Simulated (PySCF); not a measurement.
# Working with the constants of PH

UHF-CCSD(T) constants of PH, ³Σ⁻ (triplet), unpaired electrons π ↑↑ (P aug-cc-pV(D+d)Z, H aug-cc-pVDZ; no relativity (PySCF 2.14); masses 30.9738 and 1.0078 u):

| Item | Value |
| --- | --- |
| ωe | 2339.9 cm⁻¹ |
| ωexe | 45.5 cm⁻¹ |
| Be | 8.335 cm⁻¹ |
| αe | 0.244 cm⁻¹ |
| D (centrifugal) | 0.000423 cm⁻¹ |
| De to P + H | 2.89 eV |

Give the vibrational terms G(v) and spacings up to v = 6.

G(v) = ωe(v+½) − ωexe(v+½)².

```
v  G(v) (cm⁻¹)  G(v) − G(v−1)  Bv (cm⁻¹)
0         1159                     8.213
1         3407           2249      7.969
2         5565           2158      7.725
3         7632           2067      7.481
4         9608           1976      7.237
5        11493           1885      6.993
6        13287           1794      6.749
```

How well does the Morse estimate ωe²/(4ωexe) reproduce De, and what is D0?

It gives 3.73 eV, 129 % of the computed De. D0 = De − G(0) = 2.89 − 0.14 = 2.75 eV.

Correlated steps freeze 5 core orbitals. Correlated levels converge slowly with the basis: in double zeta they bind strong bonds too weakly, by up to about 1 eV, and carry superposition errors of some tenths. The state was picked by a PBE0 search and need not be the measured ground state.
